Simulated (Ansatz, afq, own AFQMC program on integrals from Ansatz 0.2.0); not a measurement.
## Al⁻, triplet: AFQMC among the cluster methods

A free Al anion.

Basis aug-cc-pVDZ. Noble-gas cores (and the filled d shells of Ga–Kr and In–Xe) are frozen. Integrals, coupled cluster, full CI and functionals: Ansatz 0.2.0; the random walks run on the same integrals in our own AFQMC program. ph-AFQMC/CISD is guided by a CISD state made of CCSD amplitudes; releasing the constraint for a short imaginary time cuts its bias at the price of noise, slowly where states lie close. ± is one standard error of the sampling.

Determinant: UHF, the one that the program's search chose, which needn't be the lowest solution.

Full CI on the same integrals is exact in this basis and with this determinant's frozen core.

* T1 diagnostic: 0.0156
* weight of the determinant in the CISD state: 0.912
* ⟨S²⟩ of the determinant: 2.017
* size of the correlated space: 4 electrons in 22 orbitals

Reference: full CI, correlation energy -1.689 eV. The released energy is read at 2.40 1/Eh (meV from the phaseless value at times in 1/Eh: -1.5 ± 1.8 at 0.24, -2.5 ± 1.3 at 0.51, -4.5 ± 1.2 at 0.99, -6.1 ± 0.9 at 1.62, -8.3 ± 1.0 at 2.40).

```tsv
level	E − E(reference) (kcal/mol)	share of correlation (%)
HF	38.95	0.00
MP2	12.74	67.28
CCSD	1.77	95.47
CCSD(T)	0.57	98.54
CCSDT	0.07	99.82
CCSDT(Q)	0.02	99.95
ph-AFQMC/HF	1.78 ± 0.37	95.44
ph-AFQMC/CISD	0.29 ± 0.04	99.27
released AFQMC	0.09 ± 0.02	99.76
```

CCSDT and higher add their correlation energy to the determinant of the CCSD(T) run, since their own runs factorise the integrals more tightly (a shift of under 2 meV). A walk keeps the symmetry of its determinant, which the program's search chose and which needn't be the lowest solution, so a lower state of the same spin and another symmetry isn't excluded. Released energies are given only where the last usable release times agree within the noise; a slower fall can still hide under it.
